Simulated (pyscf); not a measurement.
Elementary routes open to H₃C–CH₂–NH• in the gas phase (doublet surface):
A. •H₂C–CH₂–NH₂ (C–H broken; H–N formed)
B. H₂C=NH + CH₃• (C–C broken; none formed)

Single points on ωB97X-D3(BJ)/def2-SVP structures (PySCF, gas phase). Correlated levels are frozen-core, on RHF or UHF. ΔMP2 is the change of the MP2 total energy from the triple- to the quadruple-zeta basis.

Task: Rank the routes by free-energy barrier at 298 K, lowest first, for CCSD(T)/def2-TZVPP + ΔMP2(QZVPP) energies (ideal gas, 1 atm, RRHO with modes under 100 cm⁻¹ raised to 100, one conformer, R ln 2 for rigid chiral ones).

Result: B (110.3 kJ/mol), A (147.0 kJ/mol)

Route B is the fastest of these, ahead of the next by 36.7 kJ/mol. The most stable products are those of A (ΔG = +5.7 kJ/mol), whose barrier is 36.7 kJ/mol higher: the kinetic and the thermodynamic product differ. At 1200 K B is still the fastest. Only these routes are compared; each barrier is that of the saddle found, and lower ones may exist. The CCSD(T) − MP2 part came from Ansatz, without density fitting, on the same reference. A UHF reference is spin-contaminated (<S²> up to 0.97), which harms MP2 most.
